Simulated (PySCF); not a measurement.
## Which method gave which barrier?

Saddle point of BNH3Cl, singlet (BNH₃Cl ([NH2][BH][Cl]) → BNHCl ([NH][B][Cl]) + H₂; bonds formed: H2–H4; bonds broken: B1–H2, N3–H4), PBE0-D4/def2-TZVP structure:

B1  (-0.359, -0.064, 0.024)
H2  (-0.399, 0.560, -1.210)
N3  (0.918, -0.383, 0.219)
H4  (0.476, 0.553, -0.843)
Cl5  (-1.962, 0.018, 0.716)
H6  (1.325, -0.684, 1.094)
(Å)

Computed with PySCF 2.14 with density fitting (its default auxiliary sets; JK sets also for MP2 and CCSD(T)) (basis: def2-TZVPP, with def2-QZVPP for the basis limit); correlated methods freeze the cores. Extrapolation: Hartree–Fock as exp(−7.88 √X), correlation as X^−2.97. Four methods, as single points on the PBE0-D4 structures, gave these electronic barriers from the start structure: 70.39, 77.17, 80.16, 97.39 kcal/mol.

Task: The methods were, in alphabetical order, HF, MP2, r2SCAN-D4, SPW92. Which gave which? (Judge from chemistry; the calculation decides.)

Result: The calculation gives: SPW92 70.39; r2SCAN-D4 77.17; MP2 80.16; HF 97.39 kcal/mol. For comparison, CCSD(T) at an estimated basis limit (MP2 extrapolated from triple and quadruple zeta, plus CCSD(T) − MP2 in triple zeta) gives 80.95 kcal/mol.

No T1 diagnostic of these runs exceeds 0.015.

Labels in which every atom is bracketed show which atoms are joined, not bond orders.

For scale, one of the runs: CCSD(T)/def2-TZVPP, 146 basis functions, launched by `OMP_NUM_THREADS=4 python run.py`. Time: 75 s of wall clock on 4 CPU threads of an Arm Neoverse V2; the host was shared. Peak host memory: 0.87 GiB.
